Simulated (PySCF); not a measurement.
**A diatomic session: CF−**

The task here is to estimate one member of a computed series from the others.

Program: PySCF 2.14.0. Level of theory: C def2-TZVPPD, F def2-TZVPPD, no relativity. These are calculated values, not measurements.

1 further run of the same task is left out (set aside as unsound or not needed).

Set-up of the first run:

The job is set up so:

- atoms: C, F
- charge: -1
- basis: C def2-TZVPPD, F def2-TZVPPD
- Hamiltonian: no relativity
- basis functions: 77
- electrons treated: 16
- masses in u: 12.0000, 18.9984
- levels: PBE0, PBE, r²SCAN, r²SCANh, PBEsol, TPSSh, r²SCAN0, B97-3, LC-ωPBE, HF, MP2, SCS-MP2, CCSD, CCSD(T)
- grid: 80 radial by 434 angular points
- occupations: held fixed by the projection of orbital angular momentum
- dissociation limit: C + F−, each in its ground configuration
- starting distance in angstrom: 1.425
- values of 2S to try: 0, 2

Command:

```
OMP_NUM_THREADS=1 python dia.py task.json out
```

Among the steps run: Set-up; PBE0 along the bond; Higher solutions at PBE0; PBE (GGA); r²SCAN (meta-GGA); r²SCANh (hybrid meta-GGA); PBEsol; TPSSh (hybrid meta-GGA); r²SCAN0; B97-3 (global hybrid GGA); LC-ωPBE; UHF; MP2 and coupled cluster.

One table of the session follows, with a row left open; its other results are not shown here.

It belongs to the step «The curves together». Energy (eV) from each level's lowest point:

```
R (Å)    UHF  UHF-MP2  UHF-SCS-MP2  UHF-CCSD  UHF-CCSD(T)
1.238  0.596    0.666        0.682       n/a          n/a
1.295  0.258    0.309        0.320     0.297        0.319
1.353  0.078    0.108        0.115     0.100        0.114
1.396  0.017    0.031        0.034     0.027        0.034
1.439  0.000    0.000        0.000     0.000        0.000
1.482  0.016    0.004        0.001     0.008        0.001
1.540      ?        ?            ?         ?            ?
1.612  0.181    0.152        0.136     0.163        0.136
1.698  0.335    0.312        0.287     0.324        0.286
1.813  0.550    0.556        0.519       n/a          n/a
```

**Question.** Estimate the row for R (Å) = 1.540.

Worked estimate for «UHF». A straight line through the neighbours (1.482, 0.016) and (1.612, 0.181) gives 0.016 + (0.181 − 0.016) × (1.540 − 1.482) / (1.612 − 1.482) = 0.090; a parabola fitted to 4 rows on both sides gives 0.078.

As computed: UHF: 0.074; UHF-MP2: 0.050; UHF-SCS-MP2: 0.041; UHF-CCSD: 0.058; UHF-CCSD(T): 0.042. In «UHF» the line misses by +0.016 and the parabola by +0.004.
